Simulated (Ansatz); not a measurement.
**Pressure coefficients of FeO**

```cif
data_structure
_symmetry_space_group_name_H-M 'Fm-3m'
_symmetry_Int_Tables_number 225
_cell_length_a 4.3099
_cell_length_b 4.3099
_cell_length_c 4.3099
_cell_angle_alpha 90.000
_cell_angle_beta 90.000
_cell_angle_gamma 90.000
_cell_volume 80.06
loop_
_atom_site_label
_atom_site_type_symbol
_atom_site_symmetry_multiplicity
_atom_site_Wyckoff_symbol
_atom_site_fract_x
_atom_site_fract_y
_atom_site_fract_z
_atom_site_occupancy
Fe1 Fe 4 a 0.00000 0.00000 0.00000 1
O1 O 4 b 0.50000 0.00000 0.00000 1
```

The runs use the primitive cell with vectors (0.000, 2.155, 2.155), (2.155, 0.000, 2.155), (2.155, 2.155, 0.000) Å, to which the k mesh refers.

The structure comes from a relaxation in the same program, started in the rocksalt type, and has space group Fm-3m. Whether it is a known phase or the ground state wasn't checked.

Semilocal functionals without U often leave such compounds metallic or with too small a gap, and the real magnetic order may differ.

The magnetic state is the one reached from the start moments; no search over orders was made, so it needn't be the ground state.

Method: Ansatz 0.2.0, DFT, PBE, all-electron LAPW, scalar-relativistic.

Sampling and basis: a Γ-centred 16×16×16 k mesh, Fermi–Dirac smearing of 0.08 eV, basis error target 1 meV/atom, spin-polarised from start moments Fe1 3 μB.

The cell is scaled evenly with fractional coordinates held.

| V/V(cell) | P (GPa) | cell moment (μB) |
| --- | --- | --- |
| 0.9405 | 12.76 | 3.990 |
| 0.9700 | 5.90 | 3.997 |
| 1.0000 | -0.08 | 3.999 |
| 1.0300 | -5.16 | 4.001 |

From the rows at 0.9700 and 1.0300, what is the bulk modulus at the cell's volume?

B = −ΔP/Δln V = −[(-5.16) − (5.90)]/0.06002 = 184.3 GPa.

How does the moment scale with volume?

dln M/dln V = ln(4.001/3.997)/0.06002 = 0.01: the moment hardly moves, as with a saturated or integer moment.

Predict the row at V/V(cell) = 1.0600. How far is a linear estimate of P off?

P = -9.45 GPa, moment 4.003 μB. The linear estimate P(cell) − B ln(V/V(cell)) = -10.82 GPa misses by 1.37 GPa, since the modulus falls on expansion.
